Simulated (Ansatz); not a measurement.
Born–Oppenheimer molecular dynamics of CH$_{6}$BF (9 atoms, charge 0, multiplicity 1). It starts at the highest image of a converged band, a first-order saddle point between two minima.

Theory: RKS PBE/def2-SVP (Ansatz 0.2.0).

```json
{
 "ensemble": "NVE (velocity Verlet)",
 "time step": "0.5 fs",
 "steps asked": "200",
 "starting velocities drawn for": "100 K",
 "seed": "8131"
}
```

Frames 5 fs apart, positions in Å.

Velocities at 30 fs (Å/ps):

```
B -2.58 3.65 -7.64
F -0.15 -1.61 4.85
C 1.48 -0.82 -0.95
H 6.33 0.38 0.01
H 1.65 -2.35 -0.79
H -1.27 4.73 -2.02
H -4.68 -2.00 -7.06
H 6.83 -2.53 -18.30
H 4.11 2.70 29.98
```

```xyz
9
Properties=species:S:1:pos:R:3 time_fs=30 energy_less_start_eV=-0.057 T=164
B 0.041 0.416 -0.163
F 0.063 -0.053 1.685
C 1.416 -0.036 -0.766
H 1.608 -1.129 -0.742
H 1.314 0.212 -1.852
H 2.285 0.513 -0.365
H -0.964 -0.182 -0.430
H -0.062 1.662 0.187
H 0.015 0.871 1.666
9
Properties=species:S:1:pos:R:3 time_fs=35 energy_less_start_eV=-0.075 T=183
B 0.030 0.436 -0.202
F 0.063 -0.062 1.711
C 1.421 -0.039 -0.772
H 1.632 -1.126 -0.731
H 1.339 0.208 -1.856
H 2.293 0.532 -0.383
H -1.006 -0.178 -0.479
H -0.040 1.594 0.087
H 0.029 0.909 1.817
9
Properties=species:S:1:pos:R:3 time_fs=40 energy_less_start_eV=-0.103 T=213
B 0.021 0.438 -0.246
F 0.064 -0.065 1.739
C 1.425 -0.039 -0.778
H 1.640 -1.126 -0.708
H 1.383 0.206 -1.871
H 2.299 0.528 -0.407
H -1.007 -0.127 -0.525
H -0.065 1.647 0.042
H 0.040 0.837 1.960
9
Properties=species:S:1:pos:R:3 time_fs=45 energy_less_start_eV=-0.084 T=192
B 0.020 0.446 -0.291
F 0.064 -0.069 1.766
C 1.428 -0.038 -0.788
H 1.627 -1.125 -0.693
H 1.421 0.180 -1.881
H 2.303 0.522 -0.396
H -1.029 -0.112 -0.570
H -0.112 1.665 0.018
H 0.044 0.818 2.088
9
Properties=species:S:1:pos:R:3 time_fs=50 energy_less_start_eV=-0.049 T=154
B 0.019 0.469 -0.332
F 0.065 -0.073 1.792
C 1.431 -0.037 -0.798
H 1.596 -1.129 -0.685
H 1.448 0.141 -1.903
H 2.288 0.511 -0.360
H -1.020 -0.138 -0.605
H -0.145 1.592 -0.008
H 0.044 0.796 2.194
9
Properties=species:S:1:pos:R:3 time_fs=55 energy_less_start_eV=-0.024 T=127
B 0.015 0.479 -0.374
F 0.065 -0.076 1.819
C 1.433 -0.037 -0.808
H 1.554 -1.131 -0.672
H 1.480 0.114 -1.912
H 2.279 0.500 -0.334
H -0.956 -0.179 -0.628
H -0.175 1.670 0.006
H 0.043 0.729 2.240
9
Properties=species:S:1:pos:R:3 time_fs=60 energy_less_start_eV=-0.007 T=108
B 0.014 0.498 -0.407
F 0.066 -0.084 1.843
C 1.432 -0.035 -0.815
H 1.514 -1.130 -0.649
H 1.528 0.112 -1.919
H 2.286 0.484 -0.338
H -0.949 -0.243 -0.661
H -0.175 1.648 -0.035
H 0.034 0.770 2.307
9
Properties=species:S:1:pos:R:3 time_fs=65 energy_less_start_eV=-0.001 T=102
B 0.011 0.507 -0.437
F 0.067 -0.088 1.868
C 1.430 -0.033 -0.821
H 1.489 -1.124 -0.635
H 1.571 0.113 -1.919
H 2.303 0.467 -0.353
H -0.924 -0.223 -0.677
H -0.183 1.638 -0.099
H 0.025 0.717 2.290
9
Properties=species:S:1:pos:R:3 time_fs=70 energy_less_start_eV=0.000 T=100
B 0.013 0.505 -0.466
F 0.068 -0.097 1.890
C 1.431 -0.029 -0.824
H 1.490 -1.123 -0.644
H 1.581 0.099 -1.922
H 2.307 0.460 -0.352
H -0.958 -0.185 -0.695
H -0.209 1.715 -0.145
H 0.011 0.762 2.298
9
Properties=species:S:1:pos:R:3 time_fs=75 energy_less_start_eV=-0.004 T=104
B 0.012 0.518 -0.487
F 0.069 -0.104 1.911
C 1.437 -0.029 -0.826
H 1.511 -1.124 -0.667
H 1.560 0.088 -1.933
H 2.292 0.474 -0.334
H -1.013 -0.152 -0.715
H -0.193 1.661 -0.217
H -0.005 0.773 2.258
9
Properties=species:S:1:pos:R:3 time_fs=80 energy_less_start_eV=0.001 T=99
B 0.004 0.518 -0.510
F 0.069 -0.108 1.931
C 1.441 -0.034 -0.828
H 1.543 -1.127 -0.678
H 1.537 0.104 -1.932
H 2.272 0.505 -0.329
H -0.989 -0.100 -0.725
H -0.163 1.712 -0.238
H -0.019 0.763 2.200
9
Properties=species:S:1:pos:R:3 time_fs=85 energy_less_start_eV=0.027 T=70
B 0.007 0.525 -0.529
F 0.070 -0.116 1.947
C 1.437 -0.040 -0.829
H 1.577 -1.128 -0.675
H 1.536 0.146 -1.933
H 2.253 0.533 -0.350
H -1.026 -0.122 -0.754
H -0.115 1.740 -0.237
H -0.043 0.829 2.147
```

Of the whole run (100 fs, mean temperature of the second half 98 K): The conserved energy stayed within 0.083 meV per atom of its start (net change -0.057 meV per atom), so the integration is sound. A run of 0.1 ps of so small a system gives no equilibrium averages. The orbitals stay closed-shell, which can raise the energy where a bond breaks towards radicals; this wasn't checked here.

Run time: 5.1 min on 1 thread of Arm Neoverse V1, with other jobs on the host, peak memory 0.11 GiB.
